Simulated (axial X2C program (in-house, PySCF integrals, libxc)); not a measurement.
# Excited states of BO⁻ by EOM-EE-CCSD

Computed with an axial X2C code built on PySCF integrals: two-component X2C with atomic mean-field Coulomb and Gaunt terms, Gaussian nuclei, basis O dyall-av3z, B dyall-av3z with contracted cores.

R = 1.233 Å (near the PBE0 minimum at charge -1 of the determinant lowest at the starting distance; the state shown can have its own minimum elsewhere).

Vertical excitation energies from the closed-shell determinant state of BO⁻:

| Ω | excitation (eV) | cm⁻¹ | hole of the leading pair | particle of the leading pair | weight of the pair (for Ω = 0 its time-reversed partner can hold as much again) | singles weight |
| --- | --- | --- | --- | --- | --- | --- |
| 0⁻ | 3.267 | 26347 | 45% B sσ, 33% B pσ, 11% O pσ | 74% B pσ, 24% B sσ | 0.47 | 0.94 |
| 1 | 3.267 | 26348 | 45% B sσ, 33% B pσ, 11% O pσ | 74% B pσ, 24% B sσ | 0.94 | 0.94 |
| 0⁺ | 3.271 | 26380 | 45% B sσ, 33% B pσ, 12% O pσ | 90% B pπ | 0.49 | 0.93 |
| 0⁻ | 3.271 | 26381 | 45% B sσ, 33% B pσ, 12% O pσ | 90% B pπ | 0.49 | 0.93 |
| 1 | 3.271 | 26384 | 45% B sσ, 33% B pσ, 12% O pσ | 90% B pπ | 0.47 | 0.93 |
| 2 | 3.272 | 26387 | 45% B sσ, 33% B pσ, 12% O pσ | 90% B pπ | 0.93 | 0.93 |
| 1 | 3.371 | 27188 | 45% B sσ, 33% B pσ, 12% O pσ | 96% B pπ | 0.46 | 0.92 |
| 0⁺ | 3.406 | 27475 | 45% B sσ, 33% B pσ, 12% O pσ | 94% B pσ | 0.46 | 0.92 |
| 0⁻ | 3.823 | 30837 | 45% B sσ, 33% B pσ, 12% O pσ | 68% B sσ, 25% B pσ | 0.47 | 0.93 |
| 1 | 3.823 | 30837 | 45% B sσ, 33% B pσ, 12% O pσ | 68% B sσ, 25% B pσ | 0.93 | 0.93 |

This point took 24 s on 1 thread of Intel(R) Xeon(R) Processor @ 2.30GHz (shared host).

Reference electrons by ω block (each with its −ω partner): 1/2: 6, 3/2: 1. 10 electrons of BO⁻ correlated (inner shells frozen), 86 natural virtual spinors (a truncated set); levels can be off by some tenths of an eV. Roots sought by Ω: (0: 5, 1: 4, 2: 3, 3: 1); rows need 60 % singles weight and stop where some Ω has no more roots. Missing are any skipped roots, higher Ω and states of a further excitation; these come out far too high here and may in truth be low or lowest. T1 of the reference 0.020 (Lee–Taylor). The highest Hartree–Fock level of the anion lies at -2.95 eV; relaxation, partly offset by correlation, puts the detachment threshold some tenths of an eV to over one eV lower in magnitude, and states above it are held by the basis set and are not bound; that holds for every row here. Number of frozen shells: O 1 s; B 1 s.
